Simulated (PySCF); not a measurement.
Structure with atom numbers: `[cH:1]1[cH:2][cH:3][pH:4][cH:5]1`; H(Xn) means a hydrogen on atom n.

PySCF 2.14 calculation with geometry: PBE0-D3(BJ)/def2-SVP and shielding tensors at KT3/pcSseg-2 (GIAO); in vacuum, a single conformation, relativity neglected, rapidly exchanging positions averaged.

Referencing at the same level of theory: $^{13}$C (181.31 ppm), $^{1}$H (31.35 ppm) against TMS; $^{31}$P (321.56 ppm) vs H3PO4.

```csv
atoms,nucleus,count,δ (ppm)
H(C1)/H(C2),$^{1}$H,2,?
H(P4),$^{1}$H,1,5.37
P4,$^{31}$P,1,-63.3
H(C3)/H(C5),$^{1}$H,2,6.90
C3/C5,$^{13}$C,2,?
C1/C2,$^{13}$C,2,138.0
```

Complete the table.

## Answers


- C3/C5: 129.8 ppm, unsaturated ring CH
- H(C1)/H(C2): 7.38 ppm, hydrogen on a unsaturated ring CH

Shifts are as computed, not scaled to solution data. Of 1211 compounds with measured shifts, 218 miss one by over three times the rms of a fit or turn the order of signals round; such compounds aren't used in these exercises. Experimental scales use liquid or dissolved standards, which lie at an offset from isolated H3PO4.
